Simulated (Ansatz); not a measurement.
Consider the isomerisation: `COC(C)(F)F` → `CC(O)(F)CF`.

Gas-phase electronic energies from Ansatz, PBE0-D4/def2-TZVP geometries. CCSD(T)/CBS is the MP2 limit (def2-TZVPP, def2-QZVPP) plus CCSD(T) − MP2 in def2-TZVPP, frozen cores. DFT in def2-TZVPP. B3LYP here is the variant with VWN-RPA as its local correlation; programs differ in this. One conformer a species, not always the lowest.

| level | ΔE (kJ/mol) | difference from CCSD(T)/CBS |
| --- | --- | --- |
| PBE-D4 | -6.8 | 3.8 |
| r2SCAN-D4 | -2.7 | 7.9 |
| PBE0-D4 | -5.8 | 4.8 |
| B3LYP-D4 | -5.5 | 5.1 |
| ωB97X-V | -4.8 | 5.8 |
| ωB97M-V | -6.1 | 4.5 |
| B2PLYP | -6.2 | 4.4 |
| PBE | -6.7 | 3.9 |
| r2SCAN | -2.8 | 7.8 |
| PBE0 | -5.7 | 4.9 |
| B3LYP | -5.3 | 5.3 |
| HF/def2-TZVPP | 2.5 | 13.1 |
| MP2/def2-TZVPP | -8.9 | 1.7 |
| SCS-MP2/def2-TZVPP | -7.7 | 2.9 |
| CCSD/def2-TZVPP | -6.8 | 3.8 |
| CCSD(T)/def2-TZVPP | -6.9 | 3.7 |
| HF/def2-QZVPP | 2.6 | 13.2 |
| MP2/def2-QZVPP | -11.0 | -0.4 |
| SCS-MP2/def2-QZVPP | -9.9 | 0.7 |
| HF/CBS(def2) | 2.6 | 13.2 |
| MP2/CBS(def2) | -12.6 | -2.0 |
| CCSD/CBS(def2) | -10.5 | 0.1 |
| CCSD(T)/CBS | -10.6 | 0 |

Largest T1 diagnostic among the species: 0.011.

In def2-TZVPP, CCSD(T) changes the Hartree–Fock value by −9.4 kJ/mol (the triples alone add −0.1 kJ/mol) and MP2 by −11.4 kJ/mol.
